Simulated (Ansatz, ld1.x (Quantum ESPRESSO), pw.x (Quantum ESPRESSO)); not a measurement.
## gallium: does the ultrasoft potential hold in the solid?

* Element: Ga (Z = 31)
* Generator: ld1.x (Quantum ESPRESSO) 7.5
* Type: ultrasoft
* Functional: PBEsol
* Relativity: scalar-relativistic
* Frozen core: [Ar] 3d10
* Valence charge: 3
* Reference configuration: 4s2 4p1
* Partial waves: 4s (bound): rcut 1.65, rcutus 2.15 bohr; 4s channel at 0.25 Ry: rcut 1.65, rcutus 2.15 bohr; 4p (bound): rcut 1.45, rcutus 1.90 bohr; 4p channel at 3.9 Ry: rcut 1.45, rcutus 1.90 bohr; 4d channel at 0.2 Ry: rcut 1.70, rcutus 2.35 bohr; 4d channel at 1.7 Ry: rcut 1.70, rcutus 2.35 bohr
* Local potential: all-electron potential smoothed inside 2.25 bohr (lloc = -1)
* Core correction: a·sin(br)/r model core, default radius (core density twice the valence density)
* Augmentation charge: built from norm-conserving waves at rcut, not smoothed further

Crystal test: sc Ga in pw.x 7.5, no spin, 12³ k-points, Fermi–Dirac smearing 0.01 Ry, cutoffs 40/600 Ry. The reference is all-electron LAPW (Ansatz 0.2.0) with the same functional, mesh and smearing; V0 and B0 come from Birch–Murnaghan fits to the pressures at five volumes. Errors are pseudo minus all-electron; Δ is the rms difference of the E(V) curves that follow from these fits, minima aligned, over ±6 % about the mean V0. Mesh and smearing are coarse, so the numbers serve the comparison and aren't converged zero-temperature values; the lattice is a test structure that the element need not adopt.

All-electron: a0 = 2.663 Å (V0 = 18.89 Å³/atom), B0 = 58.1 GPa.

Q: How far does the potential miss the all-electron equation of state?

A: mean pressure error (GPa): -0.72; a0 (Å): 2.652; a0 error (%): -0.42; B0 error (%): +2.0; Δ (meV/atom): 3.0.

```json
{"V (Å³/atom)": "18.058", "P all-electron (GPa)": "2.91", "P pseudo (GPa)": "2.08"}
{"V (Å³/atom)": "18.533", "P all-electron (GPa)": "1.17", "P pseudo (GPa)": "0.41"}
{"V (Å³/atom)": "19.008", "P all-electron (GPa)": "-0.34", "P pseudo (GPa)": "-1.06"}
{"V (Å³/atom)": "19.483", "P all-electron (GPa)": "-1.67", "P pseudo (GPa)": "-2.34"}
{"V (Å³/atom)": "19.958", "P all-electron (GPa)": "-2.82", "P pseudo (GPa)": "-3.45"}
```

Q: At the middle volume, how do free energy and pressure move when the wave cutoff is lowered (ecutrho held at 600 Ry)?

A:

| cutoff (Ry) | shift of F (meV/atom) | shift of P (GPa) |
| --- | --- | --- |
| 18 | +18.3 | -0.09 |
| 24 | +2.3 | -0.08 |
| 32 | +0.1 | +0.01 |

The run at the middle volume (84 k-points, 6 iterations) took about 5.8 s on one core of a shared host (Neoverse-V2, 192 threads, 742 GiB, load 29).
